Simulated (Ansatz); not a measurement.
System: hcp Hf. Method: rVV10 (Ansatz, a first-principles code, plane waves, PAW).

Settings: plane-wave cutoff 500 eV, 30×30×14 k mesh (along the axes of the cell as run), Fermi–Dirac smearing 0.1 eV, scalar-relativistic PAW data made under PBE.

Computed at the level's own relaxed cell.

### Question
Estimate the equilibrium volume per atom, equilibrium lattice constant a and c axis length that the calculation returns.

### Answer

equilibrium volume per atom: 22.64 Å³/atom
equilibrium lattice constant a: 3.207 Å
c axis length: 5.083 Å

Measured, for comparison: lattice constant a 3.194 Å (293 K, not corrected to a static lattice, our sources range from 3.194 to 3.200; as tabulated in Wikipedia's data pages); lattice parameter c 5.051 Å (293 K, not corrected to a static lattice; as tabulated in Wikipedia's data pages). Computed (rounded) less measured: lattice constant a +0.4 % (+0.2 % to +0.4 % over the range), lattice parameter c +0.6 %.

Spin–orbit coupling is not included.

Computed values are for the static lattice.
